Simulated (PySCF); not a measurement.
**How the functional moves excitation energies**

Compound: 1,3,4-thiadiazole, C2H2N2S.
Atom-mapped SMILES: `[cH:1]1[n:2][n:3][cH:4][s:5]1` (hydrogens: H6 on C1; H7 on C4)

Linear-response calculations in the def2-SVPD basis (PySCF; singlets by full response, triplets Tamm–Dancoff, core orbitals frozen in the response; HF means time-dependent Hartree–Fock). 'Strongest' is the level of largest summed f among the singlets computed (10 roots, of which the last may lack a degenerate partner); it can jump between rows when another state enters that window. S1 is the lowest singlet of each run and needn't be the same state throughout; f(S1) is that of one state. Geometry: PBE0-D3(BJ)/def2-SVP; no solvent, vibrations or thermal averaging.

```csv
functional,kind,S1 (eV),f(S1),strongest (eV),T1 (eV),HOMO (eV),gap (eV),"ionisation energy, ΔSCF (eV)"
LDA,LDA,3.98,0.000,6.36,3.66,-6.36,3.80,9.94
PBE,GGA,4.12,0.000,6.34,3.74,-6.30,3.96,9.81
B3LYP,"global hybrid, 20% exact exchange",4.62,0.000,6.63,4.17,-7.56,5.94,10.02
PBE0,"global hybrid, 25% exact exchange",4.75,0.000,6.37,4.25,-7.85,6.45,10.05
BHandHLYP,"global hybrid, 50% exact exchange",5.30,0.000,6.43,4.19,-9.34,9.02,10.14
CAM-B3LYP,range-separated hybrid,4.90,0.000,6.40,4.33,-9.23,8.96,10.10
LC-wPBE,range-separated hybrid,5.05,0.000,6.59,4.30,-10.58,11.40,10.17
HF,Hartree–Fock,6.09,0.000,8.38,3.67,-10.83,12.80,not settled
```

Question: What does wB97X-D (range-separated hybrid) give?

Answer: S1 (eV) 4.90, f(S1) 0.000, strongest (eV) 6.42, T1 (eV) 4.42, HOMO (eV) -9.75, gap (eV) 10.13, ionisation energy, ΔSCF (eV) 10.09. S1 runs from 3.98 eV (LDA) to 6.09 eV (HF), a spread of 2.12 eV, while the orbital gap spreads over 9.0 eV. Along PBE (0%), B3LYP (20%), PBE0 (25%), BHandHLYP (50%), HF (100%) S1 rises with the share of exact exchange. −ε(HOMO) comes closest to its own ΔSCF ionisation energy with wB97X-D (-0.34 eV) and misses most with LDA (-3.58 eV). 'Not settled' means that the ion's SCF failed to converge or may have ended in another state than the lowest.
